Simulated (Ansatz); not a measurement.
methylamine (SMILES CN) moved off its minimum; all values from Ansatz (a program for electronic structure), cores frozen in correlated methods.
(charge 0, multiplicity 1)
```xyz
7

C     -0.64916     0.18250     0.14693
N      0.57755    -0.11602    -0.20621
H     -1.34559    -0.60346    -0.51455
H     -1.01363     1.12215    -0.20313
H     -0.94195    -0.04230     1.09792
H      0.97483    -1.04662     0.07120
H      1.31508     0.55282     0.34746
```

```csv
level,largest force (eV/Å),on atom,rms difference from CCSD(T)/aug-cc-pVTZ (eV/Å),dipole (D)
HF/def2-TZVPP,11.06,N2,0.398,1.51
PBE/def2-TZVPP,9.45,N2,0.315,1.34
r2SCAN/def2-TZVPP,9.69,N2,0.219,1.38
B3LYP/def2-TZVPP,9.78,N2,0.187,1.39
wB97M-V/def2-TZVPP,10.09,N2,0.116,1.41
MP2/aug-cc-pVTZ,10.24,N2,0.095,1.39
CCSD(T)/aug-cc-pVTZ,10.29,N2,0.000,1.37
```

The differences count from one level among others, with limits of its own. Forces at CCSD(T)/aug-cc-pVTZ (eV/Å):

```
atom      Fx      Fy      Fz
----  ------  ------  ------
C1    -7.198  -2.310  -2.772
N2    10.271   0.422   0.385
H3     1.089   1.812   1.470
H4     0.029   0.970   0.002
H5    -0.936  -0.077   3.074
H6    -1.177   0.970  -0.355
H7    -2.078  -1.786  -1.805
```
